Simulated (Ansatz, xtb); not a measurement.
**Relative energy of two structures of H2SSi**

Structure I: `[SiH2]=S`, a singlet. Structure II: a singlet given by its coordinates. Both are isolated molecules in the gas phase, relaxed with r2SCAN-D4/def2-SVP.

I (Å):

```xyz
4

S    -1.3486    0.9119    4.1481
Si   -2.0350   -0.9043    3.9298
H    -1.9650   -1.9776    4.9654
H    -2.7075   -1.4249    2.7027
```

II (Å):

```csv
atom,x (Å),y (Å),z (Å)
S,-0.6989,-0.0978,-1.5585
Si,0.8412,-0.3574,-0.1030
H,1.3669,-1.5511,-0.9056
H,-1.3062,0.9741,-0.9925
```

Close contacts (Å): S1–Si2 2.13, S1–H4 1.36, Si2–H3 1.53.

Problem. Estimate E(II) − E(I) at the level CCSD(T)/def2-TZVPP.

Solution. Calculated at CCSD(T)/def2-TZVPP: E(II) − E(I) = +0.473 eV, so structure I lies lower.

Level by level:

```json
{"level": "GFN2-xTB", "geometry": "GFN2-xTB", "E(II) − E(I) (eV)": "+1.514", "departure from the last row (eV)": "+1.041", "job, with rough time for the two": "optimisation, 0.32 s"}
{"level": "HF/STO-3G", "geometry": "GFN2-xTB", "E(II) − E(I) (eV)": "−0.410", "departure from the last row (eV)": "−0.884", "job, with rough time for the two": "single point, 0.43 s"}
{"level": "r2SCAN-D4/def2-SVP//GFN2-xTB", "geometry": "GFN2-xTB", "E(II) − E(I) (eV)": "+0.541", "departure from the last row (eV)": "+0.068", "job, with rough time for the two": "single point, 2.6 s"}
{"level": "r2SCAN-D4/def2-SVP", "geometry": "r2SCAN-D4/def2-SVP", "E(II) − E(I) (eV)": "+0.530", "departure from the last row (eV)": "+0.057", "job, with rough time for the two": "optimisation, 16 s"}
{"level": "HF/def2-TZVPP", "geometry": "r2SCAN-D4/def2-SVP", "E(II) − E(I) (eV)": "+0.509", "departure from the last row (eV)": "+0.036", "job, with rough time for the two": "part of the CCSD(T) run"}
{"level": "MP2/def2-TZVPP", "geometry": "r2SCAN-D4/def2-SVP", "E(II) − E(I) (eV)": "+0.616", "departure from the last row (eV)": "+0.142", "job, with rough time for the two": "part of the CCSD(T) run"}
{"level": "CCSD(T)/def2-TZVPP", "geometry": "r2SCAN-D4/def2-SVP", "E(II) − E(I) (eV)": "+0.473", "departure from the last row (eV)": "", "job, with rough time for the two": "single point, 14 s"}
```

HF/STO-3G puts the two in the other order. The largest departure from CCSD(T)/def2-TZVPP is that of GFN2-xTB, 1.041 eV.

With harmonic frequencies from r2SCAN-D4/def2-SVP (ideal gas, rigid rotor, one conformer each, 298.15 K, 1 atm): on the last row, ΔE + ΔZPE = +0.473, ΔH = +0.476, ΔG = +0.448 eV.

The correlated steps freeze 10 core orbitals. Run with Ansatz 0.2.0, xtb 6.7.1; the last row on 1 thread of Intel(R) Xeon(R) Processor @ 2.50GHz (Skylake/Cascade Lake) on a shared host.
